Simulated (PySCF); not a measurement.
**Basis set benchmark on one molecule**

Molecule: SMILES CC(C)N, C3H9N.

Geometry:
```tsv
atom	x (Å)	y (Å)	z (Å)
C1	-0.625	1.138	0.491
C2	-0.055	0.007	-0.351
C3	1.332	-0.398	0.126
N4	-0.941	-1.143	-0.262
H5	0.021	2.028	0.453
H6	-0.724	0.816	1.540
H7	-1.624	1.436	0.134
H8	0.050	0.388	-1.392
H9	1.747	-1.205	-0.499
H10	1.282	-0.766	1.162
H11	2.031	0.450	0.084
H12	-0.598	-1.900	-0.851
H13	-1.867	-0.905	-0.614
```

Geometry PBE0-D3(BJ)/def2-SVP throughout; GIAO in PySCF, gas phase, one conformer, non-relativistic; equivalent atoms averaged; functional PBE0.

Reference values (measured; solution, not stated per compound (mostly CDCl3 or CCl4); Pretsch, Buehlmann, Badertscher, Structure Determination of Organic Compounds, 4th ed. (2009)): δ(C2) = 43.0 ppm, δ(C1/C3) = 26.5 ppm, δ(H8) = 3.07 ppm, δ(H5/H6/H7/H9/H10/H11) = 1.03 ppm. Computed shifts are taken against TMS, calculated as an isolated molecule at each level.

Question: How do the basis sets STO-3G, 6-31G, pcSseg-0, 6-31G*, def2-SVP, cc-pVDZ, pcSseg-1, 6-311+G(2d,p), aug-cc-pVDZ, def2-TZVP, IGLO-III, cc-pVTZ, pcSseg-2 perform against the reference? Times are CPU seconds on shared hosts with different chips, so compare them loosely.

Answer: 
```
    basis set  functions    C2  C1/C3    H8  H5/H6/H7/H9/H10/H11  mean abs. error C  mean abs. error H  core-s
       STO-3G         29  44.3   23.1  1.23                 0.89                2.3               0.99     1.4
        6-31G         54  41.8   26.4  3.16                 1.19                0.7               0.13     2.9
     pcSseg-0         54  44.4   29.2  2.91                 1.25                2.0               0.19     3.5
       6-31G*         74  41.3   25.0  3.29                 0.98                1.6               0.14     3.6
     def2-SVP        101  41.4   25.5  2.98                 0.85                1.3               0.13     4.7
      cc-pVDZ        101  44.6   26.5  3.15                 0.89                0.8               0.11     6.7
     pcSseg-1        113  44.5   26.5  3.08                 0.97                0.8               0.04     7.1
6-311+G(2d,p)        162  44.3   25.4  3.33                 0.90                1.2               0.20     9.2
  aug-cc-pVDZ        173  44.3   25.2  3.36                 0.99                1.3               0.17      14
    def2-TZVP        178  45.8   26.2  3.28                 0.91                1.5               0.16      11
     IGLO-III        230  46.1   26.7  3.32                 0.91                1.7               0.18      19
      cc-pVTZ        246  45.0   26.0  3.28                 0.91                1.2               0.16      22
     pcSseg-2        270  46.8   27.2  3.29                 0.93                2.2               0.16      44
```

For $^{13}$C the closest is 6-31G (0.7 ppm, with pcSseg-1, cc-pVDZ practically level) and the furthest STO-3G (2.3 ppm).

For $^{1}$H the closest is pcSseg-1 (0.04 ppm) and the furthest STO-3G (0.99 ppm). Where a smaller basis beats a larger one, errors probably cancel; the largest sets show where the functional converges. One molecule is a small sample, and vibrational and solvent effects are absent from the calculation.

A small basis that lands close on one nucleus may do so by chance; judge by the trend and by all nuclei.
